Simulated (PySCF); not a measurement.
Compound: 4-methyl-2,3-dihydrofuran, C₅H₈O.
Z-matrix (Å and degrees, GFN2-xTB geometry), rows numbered from 1:
```
C 
C   1  1.4868
C   2  1.3264  1  128.96
O   3  1.3653  2  115.24  1  -179.85
C   4  1.4288  3  107.48  2     0.10
C   2  1.5114  1  122.74  3  -179.69
H   1  1.0902  2  110.48  3  -121.36
H   1  1.0904  2  110.39  3   119.57
H   1  1.0867  2  110.50  3    -0.88
H   3  1.0745  2  129.91  1     0.13
H   5  1.0945  4  107.90  3   121.33
H   5  1.0944  4  107.93  3  -121.58
H   6  1.0919  2  111.55  1   -60.43
H   6  1.0920  2  111.52  1    60.24
```

Theory: TDDFT PBE0/def2-SVPD, vertical, gas phase, core orbitals frozen in the response (PySCF 2.14.0, density-fitted response routines).

Question: List the vertical singlet excitations with oscillator strengths and describe the spectrum.

Answer: 

```csv
state,λ (nm),E (eV),f,"main configurations (H = HOMO, L = LUMO)"
S1,228.1,5.44,0.0004,H→L (98%)
S2,205.2,6.04,0.172,H→L+1 (94%)
S3,204.7,6.06,0.0048,H→L+2 (97%)
S4,190.7,6.50,0.0077,H→L+3 (97%)
S5,185.0,6.70,0.0002,H→L+4 (93%)
S6,173.1,7.16,0.0028,H→L+5 (94%)
```

Triplets (Tamm–Dancoff): T1 3.97 eV, H→L+1 (91%); T2 5.35 eV, H→L (97%).

The lowest singlet comes at 228 nm (524 kJ/mol) in the ultraviolet; it is dark (f under 0.0005); its leading configuration is HOMO→LUMO (98%). The strongest level in the table is S2 at 6.04 eV (205 nm, f = 0.172). Löwdin shares by element: HOMO carbon 53% or more, oxygen 27% (atoms not listed hold the other 19%); LUMO carbon 49% or more (atoms not listed hold the other 51%). The oscillator strengths of these states sum to 0.188; summed over the whole spectrum of an exact calculation they would give the number of electrons, 46 (Thomas–Reiche–Kuhn). Orbital energies (eV): HOMO-3 -10.03, HOMO-2 -9.52, HOMO-1 -9.45, HOMO -5.88, LUMO 0.71, LUMO+1 0.91, LUMO+2 1.26. The listed states span 1.73 eV, and the widest gap between neighbours is 0.61 eV (S1 to S2). The window holds the lowest 6 singlets.
